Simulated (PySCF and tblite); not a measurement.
4 constitutional isomers of C₄H₈O:

| isomer | SMILES |
| --- | --- |
| A | [CH3:1][CH:2]1[CH2:3][O:4][CH2:5]1 |
| B | [OH:1][CH:2]1[CH2:3][CH2:4][CH2:5]1 |
| C | [CH2:1]1[CH2:2][CH2:3][O:4][CH2:5]1 |
| D | [OH:1][CH2:2][CH:3]1[CH2:4][CH2:5]1 |

Measured ¹³C shifts of one of them (ppm against TMS, one entry a carbon; solvent THF-d8; Fulmer et al., Organometallics 2010, 29, 2176): 68.03, 68.03, 26.19, 26.19.

Each isomer is a Boltzmann average at 298.15 K over at most 6 conformers: GFN2-xTB geometries, energies PBE0/def2-TZVP (IEF-PCM, chloroform) (D3(BJ) added where defined), GIAO shieldings PBE0/pcSseg-1 (IEF-PCM, chloroform), GFN2-xTB thermal terms. Programs: PySCF with density fitting and tblite.

Computed shifts in falling order:

```
carbon  measured     A     B     C     D
     1     68.03  81.8  70.4  73.2  73.5
     2     68.03  81.8  34.5  73.2  17.4
     3     26.19  33.1  34.5  30.5   4.0
     4     26.19  21.8  12.1  30.5   4.0
```

Question: Which structure fits the measured spectrum?

Answer: After a straight-line fit of each column to the measured values (slope held to 0.85 to 1.15; an offset alone for few or close values), with errors scored by one-sided Student-t tails (width 1.5 ppm, 10 degrees of freedom):

| isomer | slope | mean error (ppm) | largest error | P (%) |
| --- | --- | --- | --- | --- |
| A | 1.000 | 6.24 | 11.9 | 0.0 |
| B | 1.000 | 14.58 | 24.3 | 0.0 |
| C | 1.000 | 0.42 | 0.4 | 100.0 |
| D | 1.000 | 14.13 | 28.3 | 0.0 |

The score favours C, which is the compound measured. Its computed assignment: ¹H (against TMS): 4.08 (H3/H5, 4H), 1.89 (H1/H2, 4H). ¹³C (against TMS): 73.2 (C3/C5), 30.5 (C1/C2).

Shifts are unscaled: against experiment ¹³C can be off by 15 ppm or more and ¹H by 0.8 ppm. A force-field rotamer fell away at GFN2-xTB, so the set may lack it.
